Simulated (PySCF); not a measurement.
# Adding ammonia to hydroxide, molecule by molecule

Gas-phase clusters of one hydroxide with n ammonia, each in one structure from a short search with a few starts, optimised by PBE0-D3(BJ)/def2-SVPD or PBE0-D3(BJ)/def2-TZVPD; other arrangements may lie lower. Binding energies from relaxed separate molecules, wB97M-D3(BJ)/def2-TZVPD, counterpoise-corrected, in kcal/mol (PySCF).

Frequency runs check only 1 of the 3 structures; these show no clear imaginary mode.

Q: How does binding build up with each further ammonia?

A: 
```csv
n,binding energy,gain of the last molecule
1,-15.0,-15.0
2,-28.3,-13.3
3,-40.2,-11.9
```

Each molecule adds less than the one before.
